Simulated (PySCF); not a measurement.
Gas-phase reaction: H3SiPH2 + SiH3 ⇌ P + 2 SiH4

Computed with PySCF (xtb for GFN2) and rigid-rotor harmonic-oscillator thermochemistry at 1 bar. † marks an energy on the PBE0/def2-TZVP geometry and frequencies; other levels use their own. CCSD(T) freezes the core. Open shells (unrestricted): SiH3 (multiplicity 2), P (multiplicity 4); the rest are closed-shell singlets. GFN2 has no spin-polarisation term. B3LYP is the form with VWN-RPA correlation. CCSD(T) isn't extrapolated to the basis-set limit; its ΔH°(298 K) is 89.3 kJ in def2-SVP and 126.0 kJ in def2-TZVPP. The harmonic model lacks anharmonicity and excited electronic states, which grow with temperature; levels with a mode under 35 cm⁻¹ are left out. Internal rotation in H3SiPH2 is treated as a harmonic vibration of one conformer, which makes the entropy rough.

```
level               ΔE electronic, kJ  ΔH°(298 K), kJ  ΔS°(298 K), J/K  ΔG°(1600 K), kJ
------------------  -----------------  --------------  ---------------  ---------------
B3LYP/def2-TZVP†                  152             152               76               38
CCSD(T)/def2-SVP†                  90              89               76              -24
GFN2-xTB                          201             199               73               88
PBE/def2-SVP                      179             179               75               66
PBE0/def2-SVP†                    163             163               76               49
PBE0/def2-TZVP                    172             171               76               58
r2SCAN/def2-TZVP†                 173             172               76               59
LDA/def2-TZVP†                    239             239               76              125
ωB97M-V/def2-TZVP†                162             162               76               48
```
ΔH° is lowest at CCSD(T)/def2-SVP† and highest at LDA/def2-TZVP†. No reference value is set beside these.
